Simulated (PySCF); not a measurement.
LiO from Hartree–Fock to correlated methods

State: ²Π (doublet), unpaired electrons π ↑. Set-up: basis Li 6-31G(d,p), O 6-31G(d,p); no relativity; PySCF 2.14. De refers to Li + O in their high-spin ground configurations, without counterpoise correction. The functionals are run spin-unrestricted. A positive dipole means Li(−)O(+).

```csv
Level,Re (Å),ωe (cm⁻¹),De (eV),μ (D)
UHF,1.698,891,1.62,-6.70
UHF-MP2,1.714,853,3.09,n/a
UHF-SCS-MP2,1.714,854,3.04,n/a
UHF-CCSD,1.714,854,2.98,n/a
UHF-CCSD(T),1.717,847,3.02,n/a
PBE,1.711,831,3.61,-5.79
PBEsol,1.708,833,3.70,-5.81
r²SCAN,1.711,847,3.50,-6.13
PBE0,1.699,864,3.31,-6.15
HSE06,1.699,863,3.32,-6.14
BHandHLYP,1.685,894,3.18,-6.30
M06-2X,1.693,883,3.49,-6.27
```

Which functional lies closest to UHF-CCSD(T) in De, which farthest, and by how much do they differ from it?

Closest is BHandHLYP (-3.2 pm in Re, +5.5 % in ωe, +0.16 eV in De against UHF-CCSD(T) in the same basis), farthest PBEsol (-0.9 pm in Re, -1.7 % in ωe, +0.68 eV in De). CCSD(T) converges more slowly with the basis than the functionals do and binds too weakly in this one, so the order can change at the basis-set limit.

What does a quarter of exact exchange do here, going from PBE to PBE0?

PBE0 less PBE: -1.2 pm in Re, +4.0 % in ωe, -0.30 eV in De. Exact exchange removes part of the self-interaction that spreads semilocal densities, and in most molecules shortens and stiffens the bond and lowers De; so it does here.

What does the step from GGA to meta-GGA do here, going from PBE to r²SCAN?

r²SCAN less PBE: +0.0 pm in Re, +1.9 % in ωe, -0.11 eV in De. 

Correlated steps freeze 1 core orbital. Correlated levels converge slowly with the basis: in double zeta they bind strong bonds too weakly, by up to about 1 eV, and carry superposition errors of some tenths. The state was picked by a PBE0 search and need not be the measured ground state.

The whole job (state search and all levels along the bond) took about 0.6 min on 1 thread of Arm Neoverse V2 (shared host), peak memory 0.35 GiB.
